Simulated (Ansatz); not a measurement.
Diamond

The numbers are results of HSE06 in Ansatz (plane waves, PAW), not measurements.

Numerical settings: plane-wave cutoff 500 eV, 10×10×10 k mesh, gaussian smearing 0.02 eV, scalar-relativistic PAW data made under PBE.

Cell (relaxed at this level):

```yaml
crystal:
  lattice:
    - [0.00000, 1.77274, 1.77274]
    - [1.77274, 0.00000, 1.77274]
    - [1.77274, 1.77274, 0.00000]
  atoms:
    - { symbol: C, position: [0.50000, 0.50000, 0.50000] }
    - { symbol: C, position: [0.75000, 0.75000, 0.75000] }
```

* **band gap**: 5.36 eV (on the SCF k mesh)

Measured, for comparison: band gap 5.48 eV (low temperature, zero-point motion not removed; as tabulated in arXiv:1206.3780).

Computed values are for the static lattice.

Ansatz is an electronic-structure program.
